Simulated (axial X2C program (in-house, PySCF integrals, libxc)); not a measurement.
CCl⁺: cheaper levels and CCSD(T), two-component

All values were computed with an axial X2C code built on PySCF integrals. Two-component (2c) means X2C with spin–orbit coupling and atomic mean-field two-electron Coulomb and Gaunt terms. Basis: Cl dyall-av3z [9s8p3d2f], C dyall-v3z [7s6p2d1f] (cores contracted in-house); Gaussian nuclei, density fitting, unrestricted open shells. Masses: Cl 34.969 u, C 12.000 u.

State: Ω = 0 (closed shell); fragments Cl + C+.

```json
{"level": "PBE0", "Re (Å)": "1.539", "ωe (cm⁻¹)": "1198.4", "De (eV)": "6.78"}
{"level": "HF", "Re (Å)": "1.522", "ωe (cm⁻¹)": "1268.6", "De (eV)": "4.18"}
{"level": "MP2", "Re (Å)": "1.534", "ωe (cm⁻¹)": "1234.2", "De (eV)": "6.62"}
{"level": "CCSD", "Re (Å)": "1.539", "ωe (cm⁻¹)": "1212.2", "De (eV)": "6.09"}
{"level": "PBE50", "Re (Å)": "1.524", "ωe (cm⁻¹)": "1253.7", "De (eV)": "6.30"}
```

Correlated methods: 10 electrons correlated (number of frozen shells: Cl 2 s, 1 p; C 1 s), 174 virtual spin orbitals or spinors in MP2, 90 natural virtuals in coupled cluster.

CCSD(T), same Hamiltonian and basis:

Re = 1.549 Å, ωe = 1173.0 cm⁻¹, De = 6.41 eV; T1 = 0.026 (Lee–Taylor normalisation).

Task: Give the differences from CCSD(T) in the columns below.

Result: 

```
level  ΔRe (Å)  Δωe (cm⁻¹)  ΔDe (eV)
 PBE0   -0.010          25      0.37
   HF   -0.027          96     -2.23
  MP2   -0.015          61      0.21
 CCSD   -0.010          39     -0.32
PBE50   -0.025          81     -0.11
```

Occupations by symmetry block were frozen at the best pattern of an incomplete PBE0 search. Closed shells are restricted here (equal orbitals for both partners); the stretched side of such a curve lies too high. De is counted from the lowest determinant-based energies of the atoms at the same level, without counterpoise correction. CCSD and (T) use frozen natural virtuals with an MP2 correction for the truncation; (T) itself is uncorrected, so its De runs slightly low. In 2c an atomic determinant is not the ground J level, so De misses part of the atomic spin–orbit lowering. This holds for PBE0, PBE50. The functionals have no current-density term, which raises determinants with orbital currents, atoms included. The T1 diagnostic is large, a sign of multireference character.
